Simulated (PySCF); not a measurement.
Lithium diatomic, Li2.
InChI=1S/2Li

The closed-shell ground state was solved at several levels (PySCF, density fitting, gas phase, non-relativistic). Isolated species at its PBE0-D3(BJ)/def2-SVP geometry, gas phase. The dipole stays under 0.02 D at every level.

```tsv
level	basis functions	total energy (Eh)	HOMO (eV)	LUMO (eV)	gap (eV)
PBE0/pcSseg-1	24	-14.9563	-3.73	-1.30	2.43
B3LYP/def2-SVPD	24	-15.0034	-3.58	-1.44	2.14
PBE0/def2-TZVP	28	-14.9642	-3.77	-1.32	2.45
B3LYP/pcJ-1	22	-15.0139	-3.62	-1.44	2.18
LDA/def2-SVPD	24	-14.7088	-3.16	-1.80	1.36
PBE0/def2-SVPD	24	-14.9501	-3.71	-1.32	2.39
PBE0/def2-SVP	18	-14.9500	-3.71	-1.33	2.38
CAM-B3LYP/def2-SVPD	24	-14.9603	-4.52	-0.67	3.85
PBE/def2-SVPD	24	-14.9404	-3.16	-1.79	1.37
HF/def2-SVPD	24	-14.8563	-4.81	0.21	5.02
PBE0/6-31G*	28	-14.9605	-3.69	-1.27	2.42
```

**Question.** Estimate the row for wB97X-D/def2-SVPD, a basis of 24 functions; the other rows only guide the guess.

**Answer.** Total energy -14.9977 Eh, HOMO -5.04 eV, LUMO -0.11 eV, gap 4.93 eV.

**Question.** How much does the basis alone move the frontier levels among the 5 PBE0 rows?

**Answer.** The HOMO by 0.08 eV and the LUMO by 0.06 eV. By rising basis size (HOMO, LUMO in eV): def2-SVP -3.71, -1.33; pcSseg-1 -3.73, -1.30; def2-SVPD -3.71, -1.32; def2-TZVP -3.77, -1.32; 6-31G* -3.69, -1.27.

**Question.** In the def2-SVPD basis, how does the gap go with the fixed share of exact exchange?

**Answer.** LDA (0 %) 1.36 eV; PBE (0 %) 1.37 eV; B3LYP (20 %) 2.14 eV; PBE0 (25 %) 2.39 eV; HF (100 %) 5.02 eV. Each rise in the share widens the gap here.

wB97X-D is run here without its empirical dispersion term; that term would change no orbital, density or response property at a fixed geometry.
